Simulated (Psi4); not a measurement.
**doublet C2H2ClF− at 3 levels**

Wanted: a comparison of 3 runs (U-wB97X-V/6-311+G**, UDSD-PBEP86/6-311+G**, UMP3/6-311+G**) of doublet C2H2ClF−. 

Program for the calculation: Psi4 1.11.

### Step 1. The system as given

C2H2ClF− has 6 atoms, charge -1, and is taken as a doublet. As SMILES of the parent species, `F/C=C/Cl`. Geometry: relaxed at PBE0-D4/def2-TZVP. That shape belongs to the parent species and isn't relaxed for this state.

Bond lengths: F1–C2 1.333 Å, C2–C3 1.320 Å, C3–Cl4 1.713 Å, C2–H5 1.083 Å, C3–H6 1.081 Å. Angles: F1–C2–C3 120.7°, C2–C3–Cl4 121.4°, F1–C2–H5 113.8°, C3–C2–H5 125.5°, C2–C3–H6 122.6°, Cl4–C3–H6 116.0°.

### Step 2. A single-point energy at U-wB97X-V/6-311+G(d,p) (run 1)

run_ase.py reads:

```python
import numpy as np
from ase.calculators.psi4 import Psi4
from ase import Atoms

a = Atoms(['F', 'C', 'C', 'Cl', 'H', 'H'], positions=[
    [-0.308300, 1.774900, 0.089700],
    [-0.015000, 0.565100, -0.386500],
    [0.005100, -0.486500, 0.411700],
    [0.378700, -2.049200, -0.181100],
    [0.191800, 0.551900, -1.449500],
    [-0.210300, -0.420200, 1.469400],
])
calc = Psi4(atoms=a, method='wb97x-v', basis='6-311+G**', memory='1600MB', num_threads=1, charge=-1, multiplicity=2, label='calc', reference='uks')
calc.psi4.set_options({'puream': True, 'e_convergence': 1e-09, 'd_convergence': 1e-08, 'scf_type': 'pk', 'dft_radial_points': 99, 'dft_spherical_points': 590, 'maxiter': 200})
a.calc = calc

print(f'energy: {a.get_potential_energy():.6f} eV')
```

Started as:

```
$ python run_ase.py
```

calc.dat:

```text
[...]
  Running in c1 symmetry.
[...]
  Nuclear repulsion =  140.994058844754903
[...]
  Multiplicity = 2
[...]
  Nalpha       = 21
  Nbeta        = 20
[...]
    Number of basis functions: 108
[...]
   @UKS iter   1:  -637.05556737141137   -1.26380e-01   6.10433e-03 DIIS/ADIIS
[...]
   @UKS iter  33:  -637.29192952312053   -3.92220e-11   8.45982e-09 DIIS
[...]
   @S^2 Observed:                7.520680228E-01
[...]
    Orbital Energies [Eh]
    ---------------------
    Alpha Occupied:
       1A   -101.358423     2A    -24.564260     3A    -10.105398
       4A    -10.076714     5A     -9.382610     6A     -7.139384
       7A     -7.130601     8A     -7.130232     9A     -1.158092
      10A     -0.813649    11A     -0.660685    12A     -0.518796
      13A     -0.441260    14A     -0.405126    15A     -0.385895
      16A     -0.330657    17A     -0.286185    18A     -0.285910
      19A     -0.232441    20A     -0.152467    21A      0.061417
    Alpha Virtual:
      22A      0.201892    23A      0.213660    24A      0.220134
      25A      0.252185    26A      0.258912    27A      0.270844
[...]
  @UKS Final Energy:  -637.29192952312053
   => Energetics <=
    Nuclear Repulsion Energy =            140.9940588447549032
    One-Electron Energy =               -1166.6187044334174061
    Two-Electron Energy =                 425.1742237388259014
    DFT Exchange-Correlation Energy =     -37.0069494982564962
    Empirical Dispersion Energy =           0.0000000000000000
    VV10 Nonlocal Energy =                  0.1654418249727605
    Total Energy =                       -637.2919295231204160
[...]
 Multipole Moments:
 ------------------------------------------------------------------------------------
     Multipole            Electronic (a.u.)      Nuclear  (a.u.)        Total (a.u.)
 ------------------------------------------------------------------------------------
 L = 1.  Multiply by 2.5417464519 to convert [e a0] to [Debye]
 Dipole X            :          0.1573392           -0.0746452            0.0826939
 Dipole Y            :         -0.8945031            0.3324546           -0.5620485
 Dipole Z            :          0.1251566            0.1006913            0.2258479
 Magnitude           :                                                    0.6113461
[...]
```

On the terminal:

```text
energy: -17341.596704 eV
```

Run time: 2.2 min. Hardware: 1 thread of AMD EPYC 9R45 (Zen 5), shared host; peak memory 0.74 GiB.

### Step 3. The energy at UDSD-PBEP86/6-311+G(d,p) (density fitting for correlation) (run 2)

c2h2clf.xyz reads:

```xyz
6
C2H2ClF
F     -0.308300     1.774900     0.089700
C     -0.015000     0.565100    -0.386500
C      0.005100    -0.486500     0.411700
Cl     0.378700    -2.049200    -0.181100
H      0.191800     0.551900    -1.449500
H     -0.210300    -0.420200     1.469400
```

c2h2clf_ase.py reads:

```python
import numpy as np
from ase.calculators.psi4 import Psi4
from ase.io import read

mol = read('c2h2clf.xyz')
calc = Psi4(atoms=mol, method='dsd-pbep86', basis='6-311+G**', memory='1600MB', num_threads=1, charge=-1, multiplicity=2, label='calc', reference='uks')
calc.psi4.set_options({'puream': True, 'e_convergence': 1e-09, 'd_convergence': 1e-08, 'scf_type': 'pk', 'dft_radial_points': 99, 'dft_spherical_points': 590, 'num_frozen_docc': 8, 'maxiter': 200})
mol.calc = calc

print(f'energy: {mol.get_potential_energy():.6f} eV')
```

Started as:

```
$ python c2h2clf_ase.py
```

calc.dat:

```text
[...]
  Running in c1 symmetry.
[...]
  Nuclear repulsion =  140.994058844754903
[...]
  Multiplicity = 2
[...]
  Nalpha       = 21
  Nbeta        = 20
[...]
    Number of basis functions: 108
[...]
   @UKS iter   1:  -636.23126399540888   -1.64145e-01   5.40487e-03 DIIS/ADIIS
[...]
   @UKS iter  23:  -636.42538833507456   -2.86491e-11   7.61135e-09 DIIS
[...]
   @S^2 Observed:                7.550488335E-01
[...]
    Orbital Energies [Eh]
    ---------------------
    Alpha Occupied:
       1A   -103.508044     2A    -25.545143     3A    -10.709809
       4A    -10.675413     5A    -10.005839     6A     -7.572638
       7A     -7.568242     8A     -7.567895     9A     -1.299677
      10A     -0.875630    11A     -0.717021    12A     -0.553688
      13A     -0.464508    14A     -0.431843    15A     -0.430483
      16A     -0.332846    17A     -0.305852    18A     -0.286262
      19A     -0.227180    20A     -0.149291    21A      0.082338
    Alpha Virtual:
      22A      0.185186    23A      0.196483    24A      0.203431
      25A      0.236526    26A      0.240560    27A      0.254328
[...]
  @UKS Final Energy:  -636.42538833507456
   => Energetics <=
    Nuclear Repulsion Energy =            140.9940588447549032
    One-Electron Energy =               -1166.4201285657229619
    Two-Electron Energy =                 403.3526587501052632
    DFT Exchange-Correlation Energy =     -14.3519773642116082
    Empirical Dispersion Energy =           0.0000000000000000
    VV10 Nonlocal Energy =                  0.0000000000000000
    Total Energy =                       -636.4253883350744445
[...]
 Multipole Moments:
 ------------------------------------------------------------------------------------
     Multipole            Electronic (a.u.)      Nuclear  (a.u.)        Total (a.u.)
 ------------------------------------------------------------------------------------
 L = 1.  Multiply by 2.5417464519 to convert [e a0] to [Debye]
 Dipole X            :          0.1244338           -0.0746452            0.0497886
 Dipole Y            :         -0.9493828            0.3324546           -0.6169282
 Dipole Z            :          0.1904213            0.1006913            0.2911126
 Magnitude           :                                                    0.6839780
[...]
```

Standard output:

```text
energy: -17327.040864 eV
```

Run time: 24 s. Hardware: 1 thread of AMD EPYC 9R45 (Zen 5), shared host; peak memory 0.6 GiB.

### Step 4. The energy at UMP3/6-311+G(d,p) (run 3)

c2h2clf.json reads:

```json
{
 "schema_name": "qcschema_input",
 "schema_version": 1,
 "molecule": {
  "schema_name": "qcschema_molecule",
  "schema_version": 2,
  "symbols": ["F", "C", "C", "Cl", "H", "H"],
  "geometry": [-0.58260256, 3.3540749, 0.16950843, -0.02834589, 1.06788423, -0.73037915, 0.0096376, -0.91935176, 0.77800025, 0.71563928, -3.87242677, -0.3422294, 0.36244947, 1.04293985, -2.73915802, -0.3974094, -0.79406292, 2.77676357],
  "molecular_charge": -1,
  "molecular_multiplicity": 2,
  "fix_symmetry": "c1",
  "fix_com": true,
  "fix_orientation": true
 },
 "driver": "energy",
 "model": {
  "method": "mp3",
  "basis": "6-311+G**"
 },
 "keywords": {
  "reference": "uhf",
  "puream": true,
  "e_convergence": 1e-09,
  "d_convergence": 1e-08,
  "scf_type": "pk",
  "num_frozen_docc": 8,
  "maxiter": 200,
  "mp_type": "conv"
 }
}
```

Started as:

```
$ psi4 --qcschema c2h2clf.json -n 1 --memory 1600MB
```

stdout:

```text
[...]
  Running in c1 symmetry.
[...]
  Nuclear repulsion =  140.994058946162880
[...]
  Multiplicity = 2
[...]
  Nalpha       = 21
  Nbeta        = 20
[...]
    Number of basis functions: 108
[...]
   @UHF iter   1:  -635.63636067275365   -2.93539e-01   4.33074e-03 DIIS/ADIIS
[...]
   @UHF iter  29:  -635.76730284341102   -2.14868e-11   8.60468e-09 DIIS
[...]
   @S^2 Observed:                7.583560688E-01
[...]
    Orbital Energies [Eh]
    ---------------------
    Alpha Occupied:
       1A   -104.653319     2A    -26.106165     3A    -11.080485
       4A    -11.042711     5A    -10.379380     6A     -7.847447
       7A     -7.845427     8A     -7.845036     9A     -1.430034
      10A     -0.963904    11A     -0.800592    12A     -0.623631
      13A     -0.526635    14A     -0.507594    15A     -0.491906
      16A     -0.375590    17A     -0.359638    18A     -0.332525
      19A     -0.267041    20A     -0.191071    21A      0.061666
    Alpha Virtual:
      22A      0.206467    23A      0.218179    24A      0.225431
      25A      0.258068    26A      0.266005    27A      0.275889
[...]
  @UHF Final Energy:  -635.76730284341102
   => Energetics <=
    Nuclear Repulsion Energy =            140.9940589461628804
    One-Electron Energy =               -1166.4487665795932116
    Two-Electron Energy =                 389.6874047900194000
    Total Energy =                       -635.7673028434110165
  UHF NO Occupations:
  HONO-2 :   19  A 1.9989353
  HONO-1 :   20  A 1.9980150
[...]
 Multipole Moments:
 ------------------------------------------------------------------------------------
     Multipole            Electronic (a.u.)      Nuclear  (a.u.)        Total (a.u.)
 ------------------------------------------------------------------------------------
 L = 1.  Multiply by 2.5417464519 to convert [e a0] to [Debye]
 Dipole X            :         -6.8675581            6.7752350           -0.0923230
 Dipole Y            :         34.7931188          -34.5045092            0.2886096
 Dipole Z            :          4.2892928           -3.9689918            0.3203010
 Magnitude           :                                                    0.4409215
[...]
	SCS-MP2 Total Energy (a.u.)        :  -636.37986233402955
	SOS-MP2 Total Energy (a.u.)        :  -636.36994881903433
[...]
	SOS-PI-MP2 Total Energy (a.u.)     :  -636.41630620177466
[...]
	MP2 Total Energy (a.u.)            :  -636.39968936401999
[...]
	SCS-MP3 Total Energy (a.u.)        :  -636.38459726015878
[...]
	MP3 Total Energy (a.u.)            :  -636.41862906853703
[...]
```

The result, in JSON:

```text
{
 "driver": "energy",
 "model": {
  "method": "mp3",
  "basis": "6-311+G**"
 },
 "success": true,
 "return_result": -636.418629068537,
 "properties": {
  "calcinfo_nbasis": 108,
  "calcinfo_nmo": 108,
  "calcinfo_nalpha": 21,
  "calcinfo_nbeta": 20,
  "calcinfo_natom": 6,
  "nuclear_repulsion_energy": 140.99405894616288,
  "return_energy": -636.418629068537,
  "scf_one_electron_energy": -1166.4487665795932,
  "scf_two_electron_energy": 389.6874047900194,
  "scf_dipole_moment": [-0.09232301285868516, 0.28860960170896277, 0.3203010231102992],
  "scf_total_energy": -635.767302843411,
  "scf_iterations": 29,
  "mp2_same_spin_correlation_energy": -0.1688126932063484,
  "mp2_opposite_spin_correlation_energy": -0.4635738274025905,
  "mp2_singles_energy": 0.0,
  "mp2_doubles_energy": -0.632386520608939,
  "mp2_correlation_energy": -0.6323865206089749,
  "mp2_total_energy": -636.39968936402
 }
}
```

It took 19 s on 1 thread of AMD EPYC 9R45 (Zen 5), shared host; peak memory 1.1 GiB.

### Step 5. Overview of the runs

```csv
run,level,frozen core orbitals,fitting correlation,energy (Eh),HOMO energy (eV),LUMO energy (eV),⟨S²⟩,wall time
1,U-wB97X-V/6-311+G**,0,–,-637.291930,1.67,5.49,0.752,2.2 min
2,UDSD-PBEP86/6-311+G** (density fitting for correlation),8,density fitting,-636.757012,2.24,5.04,0.755,24 s
3,UMP3/6-311+G**,8,none,-636.418629,1.68,5.62,0.758,19 s
```

### Step 6. Results

| quantity | value |
| --- | --- |
| run 3: total energy | -636.41863 Eh |
| run 3: HOMO energy (Hartree–Fock orbitals) (highest over α and β) | 1.68 eV |
| run 3: LUMO energy (Hartree–Fock orbitals) (lowest over α and β) | 5.62 eV |
| run 3: correlation energy (8 core orbitals frozen) | -651.3 mEh |
| run 3: ⟨S²⟩ of the reference determinant | 0.758 |

What this shows: Totals of different functionals can't be ranked against each other. In runs 1, 2, 3 the HOMO lies above zero, so the outermost electron may be held by the basis alone. All runs together took 2.9 min, the longest 2.2 min.
